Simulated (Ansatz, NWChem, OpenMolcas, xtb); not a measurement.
## Ligand exchange: CH5N + BH(CH3)(SiH3) → SiH3(CH3) + BH(CH3)(NH2)

Species: CH5N (methylamine) `CN`, singlet; BH(CH3)(SiH3), singlet; SiH3(CH3) (methylsilane), singlet; BH(CH3)(NH2), singlet. The partners trade NH2 for SiH3: C–NH2 and B–SiH3 bonds give way to C–SiH3 and B–NH2.

Shapes, held fixed at every level: PBE0-D4/def2-TZVP. Programs: Ansatz 0.2.0, NWChem 7.3.0, OpenMolcas 26.06, xtb 6.7.1. A level may come from different programs for different species; with the same settings they agree closely. The zero-point and thermal change to 298 K, harmonic and unscaled (PBE0-D4/def2-TZVP), is +1.2 kJ/mol.

```tsv
level	kind	ΔH(298 K) (kJ/mol)	less CCSD(T)/CBS estimate
GFN0-xTB	semi-empirical	-296.9	-53.1
HF/def2-SVP	Hartree–Fock	-239.8	+4.0
B3LYP/6-31G* (Cartesian functions)	global hybrid	-232.1	+11.7
B3LYP-D4/def2-TZVPP	global hybrid	-243.4	+0.4
B2PLYP/def2-TZVPP	double hybrid	-248.0	-4.2
CCSD(T)/def2-TZVPP	coupled cluster or CI	-243.6	+0.2
CCSD/def2-TZVPP	coupled cluster or CI	-242.4	+1.4
CCSD(T)/CBS estimate	coupled cluster or CI	-243.8	0.0
```

The highest level, CCSD(T)/CBS estimate, gives ΔH(298 K) = -243.8 kJ/mol; the levels span -296.9 to -232.1. The column of differences is taken from that level and isn't an error. No measured value is set beside it here. The CBS estimate extrapolates MP2 from def2-TZVPP and def2-QZVPP and adds CCSD(T) − MP2 in the triple-zeta set, cores frozen.
